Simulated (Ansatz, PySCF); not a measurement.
Species: F$_{2}$ (charge +1, doublet). 
Coordinates optimised at B3LYP-D3(BJ)/def2-TZVP (Ansatz, a first-principles code):
```xyz
2

F      0.0000     0.0000    -0.6465
F      0.0000     0.0000     0.6465
```
Charge +1, spin multiplicity 2.

Total electronic energies in hartree. Cores are frozen in the correlated levels unless marked. Open shells are spin-unrestricted. No spin-orbit coupling. Non-relativistic.  The program attaches cautions to a run behind CCSD/6-31G*: other roots. The program attaches cautions to a run behind CCSD/cc-pVTZ: other roots. The program attaches cautions to a run behind CCSD/def2-TZVPPD: other roots. The program attaches cautions to a run behind CCSD/def2-QZVPP: other roots. The program attaches cautions to a run behind CCSD(T)/cc-pVDZ: other roots. The program attaches cautions to a run behind CCSD(T)/def2-SVP: other roots. The program attaches cautions to a run behind CCSD(T)/def2-QZVPPD: other roots.

The Hartree-Fock reference is unstable (checked in the largest basis), which strains HF and MP2. 

| level | program | energy (Eh) |
|---|---|---|
| RI-HF/cc-pVTZ | Ansatz | -198.20634 |
| RI-HF/def2-TZVPP | Ansatz | -198.21893 |
| PBE-D4/def2-TZVPD | Ansatz + dftd4 | -198.86666 |
| revPBE/def2-TZVPD | Ansatz | -198.98973 |
| PBE0/def2-TZVP | Ansatz | -198.84060 |
| BHLYP-D4/def2-TZVPD | Ansatz + dftd4 | -198.93457 |
| BHLYP/def2-TZVPD | Ansatz | -198.93445 |
| PW6B95-D3(BJ)/def2-TZVPD | PySCF + dftd3 | -199.22728 |
| M06-2X/def2-TZVPD | PySCF | -198.94203 |
| HSE06-D4/def2-TZVPD | Ansatz + dftd4 | -198.83430 |
| HSE06/def2-TZVPD | Ansatz | -198.83421 |
| CAM-B3LYP-D4/def2-TZVPD | Ansatz + dftd4 | -198.97779 |
| LC-wPBE-D4/def2-TZVPD | Ansatz + dftd4 | -198.91989 |
| B2PLYP/def2-TZVPD | Ansatz | -198.92806 |
| RI-MP2/cc-pVQZ | Ansatz | -198.71966 |
| CCSD/6-31G* | Ansatz | -198.47704 |
| CCSD/cc-pVTZ | Ansatz | -198.70556 |
| CCSD/def2-TZVPPD | Ansatz | -198.71703 |
| CCSD/def2-QZVPP | Ansatz | -198.76262 |
| CCSD(T)/cc-pVDZ | Ansatz | -198.53289 |
| CCSD(T)/def2-SVP | Ansatz | -198.34659 |
| CCSD(T)/def2-QZVPPD | Ansatz | -198.78640 |

Totals of different functionals don't rank their quality; only differences between species are comparable.
